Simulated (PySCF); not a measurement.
COS, SMILES C(=S)=O. Geometry optimised at B3LYP-D3(BJ)/def2-TZVP.

Computed equilibrium geometry at B3LYP-D3(BJ)/def2-TZVP (PySCF confirms it by a frequency run) as a Z-matrix, and its point group:
point group C∞v.
```
C
O 1 1.1555
S 1 1.5622 2 180.00
```
